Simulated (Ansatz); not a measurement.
**BH2⁺, singlet in aug-cc-pVTZ: errors against full CI**

Geometry: a point of a stretch scan, not a stationary point.

```yaml
atoms:
  - { symbol: B, position_ang: [0.0000, 0.0000, 0.0313] }
  - { symbol: H, position_ang: [0.0000, 0.0000, -1.2417] }
  - { symbol: H, position_ang: [0.0000, 0.0000, 1.2105] }
```

Basis aug-cc-pVTZ; Ansatz 0.2.0. Correlated methods freeze the noble-gas cores, which leaves 4 electrons in 91 orbitals. R marks a restricted (for open shells ROHF) determinant. Active spaces: valence = (4e, 6o) chosen from the atoms' valence shells.

Full CI is exact within this basis and frozen core; it isn't the basis-set limit.

- UHF ⟨S²⟩: 0.000
- T1 diagnostic (RCCSD): 0.0062
- largest doubles amplitude (RCCSD): 0.058

| level | E − E(full CI) (meV) | share of correlation (%) | wall time |
| --- | --- | --- | --- |
| RHF | 2396 | 0.00 | – |
| RMP2 | 503 | 79.02 | – |
| RCCSD | 36 | 98.50 | – |
| RCCSD(T) | 8 | 99.67 | 5.5 s |
| BCCD(T) | 8 | 99.67 | 1.1 s |
| RCCSDT | 1 | 99.97 | – |
| RCCSDT(Q) | 0 | 99.99 | 11 s |
| CASSCF (valence space) | 1077 | 55.04 | – |
| NEVPT2 (valence space) | 371 | 84.51 | 1.4 s |

The correlation energy at full CI, counted from RHF, is -2.396 eV. That run took 29 s on 1 thread of Arm Neoverse V2, shared host over 4,286,979 determinants.

Times hold each run's SCF and search for its determinant on a shared host, so for small cases they say little of a method's own cost; they ran on 1 thread of Arm Neoverse V2. Some runs computed forces too.

The full-CI state has the irrep A1 of C2v, in the program's axes (one component, if the state is degenerate).

Natural occupations of full CI about the gap: 1.957 1.950 0.021 0.017 0.017 0.013 0.007 0.007 0.005 0.003; effectively unpaired electrons, Σ n²(2−n)², 0.02.
